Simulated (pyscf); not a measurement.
PySCF, gas phase, ωB97X-D3(BJ)/def2-SVP geometries.

Task: Estimate the classical barrier height and the reaction energy of •H₂Si–Si(SiH₃)(SiH₃)–Cl + methane (CH₄) → H₃Si–Si(SiH₃)(SiH₃)–Cl + methyl (CH₃•) at ωB97M-D3(BJ)/def2-TZVP. The step runs on the doublet surface, breaks C–H and forms H–Si; take the separated reactants as zero.

Result: ΔE‡ = 25.4 kcal/mol, ΔE = +19.3 kcal/mol. Zero-point energy shifts the barrier by -3.2 kcal/mol. It is a hydrogen abstraction, with an imaginary mode of 918i cm⁻¹. •H₂Si–Si(SiH₃)(SiH₃)–Cl lies 6.3 kcal/mol over its isomer H₃Si–Si•(SiH₃)–SiH₂–Cl (electronic energy, ωB97M-D3(BJ)/def2-TZVP). This is the saddle that the search found; another between the same sides may lie lower. The angle at the transferred H is 164°.
